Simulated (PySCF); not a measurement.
**Bonding in N-methylhydroxylamine**

Species: N-methylhydroxylamine, CH5NO.
SMILES with atom numbers: `[CH3:1][NH:2][OH:3]` (hydrogens: H4, H5, H6 on C1; H7 on N2; H8 on O3)

Cartesian coordinates in Å at the PBE0-D3(BJ)/def2-TZVP level; atoms count from 1:
```
atom  x, y, z in Å
C1    -0.8370   -0.1313    0.0187
N2     0.4446    0.5129    0.2102
O3     1.4490   -0.3612   -0.2956
H4    -0.9252   -0.9740    0.7063
H5    -1.6170    0.5945    0.2618
H6    -0.9890   -0.4969   -1.0047
H7     0.4958    1.3174   -0.4072
H8     2.0332   -0.4816    0.4577
```

Bond orders from the PBE0/pcSseg-2 density (PySCF). Isolated species at its PBE0-D3(BJ)/def2-TZVP geometry (one conformer only).

Q: Where do the orders between heavy atoms depart from those drawn in the SMILES?

A: The largest departure is 0.108, at N2–O3 (drawn single, 0.892).

Q: Give the Mayer order of every bond, beside its length.

A: 
```
 bond  drawn as  length (Å)  Mayer order
C1–N2    single       1.447        0.970
N2–O3    single       1.424        0.892
C1–H4    single       1.091        0.991
C1–H5    single       1.093        0.988
C1–H6    single       1.097        0.997
N2–H7    single       1.015        1.009
O3–H8    single       0.961        1.007
```

Q: Sum the orders of all bonds at each heavy atom with more than one neighbour and set the sums beside the valence in the SMILES.

A: C1 3.946 (drawn 4), N2 2.871 (drawn 3), O3 1.899 (drawn 2). Orders between atoms that aren't bonded are not in these sums.

Mayer orders depend on the basis set.
